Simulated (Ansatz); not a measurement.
```yaml
crystal:
  periodic: [false, false, false]
  atoms:
    - {symbol: C, position_ang: [-1.134236, -0.000952, -0.428963]}
    - {symbol: P, position_ang: [0.482597, 0.000870, 0.222826]}
    - {symbol: H, position_ang: [-1.701102, 0.913542, -0.356206]}
    - {symbol: H, position_ang: [-1.707531, -0.909502, -0.335162]}
    - {symbol: H, position_ang: [1.050756, 1.026802, -0.534194]}
    - {symbol: H, position_ang: [1.043446, -1.046243, -0.510265]}
basis:
  gaussian: {orbitals: def2-TZVP}
magnetization: {spin_polarized: true, initial_magnetization: 1}
hamiltonian: {xc: pbe0}
relax: {f_tol: 0.004, max_steps: 80}
```

```sh
$ ansatz run in.yaml --threads 1 --pin off --events-out ev --progress --plain --max-ram 2176MiB
```

Steps of the relaxation (energy above the last step; positions in Å, forces in eV/Å):

```
6
step 1, 36.4 meV
C    -1.134   -0.001   -0.429   -0.315    0.003    0.189
P     0.483    0.001    0.223    0.111    0.005    0.466
H    -1.701    0.914   -0.356   -0.157    0.202   -0.125
H    -1.708   -0.910   -0.335   -0.158   -0.204   -0.120
H     1.051    1.027   -0.534    0.261    0.403   -0.210
H     1.043   -1.046   -0.510    0.258   -0.410   -0.201
```

```
6
step 2, 3.7 meV
C    -1.154    0.000   -0.373   -0.186    0.000   -0.017
P     0.500    0.001    0.217   -0.015    0.003    0.295
H    -1.720    0.927   -0.379    0.051   -0.085   -0.018
H    -1.727   -0.923   -0.357    0.052    0.085   -0.020
H     1.071    1.047   -0.537    0.050    0.112   -0.121
H     1.063   -1.067   -0.513    0.049   -0.115   -0.119
```

```
6
step 3, 0.5 meV
C    -1.154    0.000   -0.360   -0.111    0.000   -0.035
P     0.503    0.001    0.229    0.065    0.001    0.086
H    -1.718    0.926   -0.386    0.029   -0.048   -0.001
H    -1.725   -0.923   -0.364    0.029    0.048   -0.003
H     1.068    1.048   -0.543   -0.006    0.016   -0.024
H     1.061   -1.067   -0.518   -0.006   -0.016   -0.024
```

```
6
step 6, 0.0 meV
C    -1.154    0.000   -0.357    0.001    0.000    0.000
P     0.506    0.001    0.236    0.000    0.000    0.000
H    -1.716    0.925   -0.388   -0.001    0.000    0.000
H    -1.722   -0.922   -0.367   -0.001    0.000    0.000
H     1.063    1.047   -0.545    0.000    0.001    0.000
H     1.056   -1.067   -0.521    0.000   -0.001    0.000
```

Close pairs at the end: C1–H4 1.083 Å, C1–H3 1.083 Å, P2–H6 1.419 Å, P2–H5 1.419 Å, C1–P2 1.763 Å.

A stationary point of unrestricted PBE0 after 6 steps, with ⟨S²⟩ = 0.758 against 0.75 for a pure state; no frequencies were run, so it isn't proven a minimum. 16 s on 1 thread of Arm Neoverse V2, shared host.
